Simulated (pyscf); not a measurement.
Structures and frequencies: ωB97X-D3(BJ)/def2-SVP in PySCF.

Task: For the elementary gas-phase step `[Cl][SiH2][Cl]` → `[Cl][Si][Cl]` [singlet] + `[H][H]` (singlet surface; H–Si, H–Si broken, H–H formed), what barrier and reaction energy does ωB97M-D3(BJ)/def2-TZVP give, measured from the reactant's lowest minimum found?

Result: ΔE‡ = 76.5 kcal/mol, ΔE = +37.0 kcal/mol. Zero-point energy shifts the barrier by -3.0 kcal/mol. It is a 1,1-elimination, with an imaginary mode of 1500i cm⁻¹. This is the saddle that the search found; another between the same sides may lie lower.
